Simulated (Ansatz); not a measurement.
**BSiH (singlet): wave-function methods side by side, cc-pVTZ**

One table from this session's results is given with a row withheld; the runs are named, their logs left out.

Method: cc-pVTZ, core rule «outside noble gas», up to 6 orbitals frozen; program: Ansatz 0.2.0, Gaussian basis.

The runs, in order: UHF; CCSD(T) on RHF; CCSD(T) on UHF; BCCD(T) on RHF; CCSDT(Q) on RHF; CASSCF and NEVPT2, 8 electrons in 9 orbitals.

13 further runs of the same task are left out: 6 that didn't finish, 7 set aside as unsound or not needed.

### The geometry

The geometry is a PBE0/def2-TZVP stationary point (not a proven minimum).

3 atoms, charge 0, spin multiplicity 1.

Atoms are counted from 1 here; the program's logs count them from 0.

Bond lengths: Si1–B2 2.039 Å, Si1–H3 1.516 Å. Angles: B2–Si1–H3 180.0°.

Set-up of the first run:

Input file in.yaml:

```yaml
crystal:
  periodic: [false, false, false]
  atoms:
    - {symbol: Si, position_ang: [0.000000, 0.000000, 0.174230]}
    - {symbol: B, position_ang: [0.000000, 0.000000, -1.864326]}
    - {symbol: H, position_ang: [0.000000, 0.000000, 1.690095]}
basis:
  gaussian: {orbitals: cc-pVTZ}
magnetization: {spin_polarized: true, initial_magnetization: 0}
hamiltonian: {xc: hf}
output: {orbitals: {seedname: orbitals}}
```

Command:

```console
$ ansatz run in.yaml --threads 1 --pin off --events-out ev --progress --plain --max-ram 2393MiB
```

Among the steps run: UHF; CCSD(T) on RHF; CCSD(T) on UHF; BCCD(T) on RHF; CCSDT(Q) on RHF; CASSCF and NEVPT2, 8 electrons in 9 orbitals.

One table of the session follows, with a row left open; its other results are not shown here.

It belongs to the step «Misses and costs». 

| method | from RCCSDT(Q) (meV) |
| --- | --- |
| RHF | +6564.5 |
| UHF | +5523.1 |
| RMP2 | +1644.8 |
| UMP2 | ? |
| RCCSD | +593.2 |
| UCCSD | +78.3 |
| RCCSD(T) | +199.1 |
| UCCSD(T) | -286.8 |
| BCCD(T) | +199.2 |
| RCCSDT | +93.7 |
| RCCSDT(Q) | 0 |
| CASSCF valence | +3695.8 |
| NEVPT2 valence | +1020.0 |

Q: Estimate the row for UMP2 from the others.

**Answer.** from RCCSDT(Q) (meV): +1327.6. In the column «from RCCSDT(Q) (meV)» it lies between NEVPT2 valence (+1020.0) and RMP2 (+1644.8).

The program flags UCCSD(T), RCCSDT(Q) as in doubt (see the logs), so the zero of the table is itself unsure.

Caveats from the session: The determinant is far from a pure spin state, so its energy mixes those of several spin states (harmless only where they are near-degenerate, as at dissociation). The report flags that the cluster equations may have other roots. The program flags UCCSD(T), RCCSDT(Q) as in doubt, so the zero of the table is itself unsure. Warnings: restricted reference is unstable; spin contamination; large T1 diagnostic. Restricted and unrestricted rows rest on different reference determinants; where their highest levels disagree by more than a few hundredths of an eV, they describe different states and don't form one ladder.
